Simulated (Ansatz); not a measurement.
Mulliken charges of F3NS, SMILES `N#S(F)(F)F` from r2SCAN/def2-TZVPP in Ansatz (PBE0-D4/def2-TZVP geometry).

```json
{"atom": "N1", "x (Å)": "-0.350", "y (Å)": "-0.004", "z (Å)": "1.591", "charge (e)": "-0.318"}
{"atom": "S2", "x (Å)": "-0.047", "y (Å)": "-0.001", "z (Å)": "0.216", "charge (e)": "0.771"}
{"atom": "F3", "x (Å)": "1.023", "y (Å)": "-0.939", "z (Å)": "-0.409", "charge (e)": "-0.151"}
{"atom": "F4", "x (Å)": "-1.109", "y (Å)": "-0.318", "z (Å)": "-0.876", "charge (e)": "-0.151"}
{"atom": "F5", "x (Å)": "0.482", "y (Å)": "1.262", "z (Å)": "-0.522", "charge (e)": "-0.151"}
```

By hand: the dipole of these point charges (1 e Å = 4.8032 D).

Σ q r = (0.015, 0.000, -0.067) e Å, of length 0.069 e Å = 0.33 D.

How does the dipole of the full density compare? (Best estimate.)

The calculation gave: (0.094, 0.001, -0.426) e Å, 2.10 D; the point charges give 0.16 times that, at 0° from its direction.

Point charges leave out the atoms' own dipoles, such as those of lone pairs, and Mulliken's split depends on the basis, so the two needn't agree.
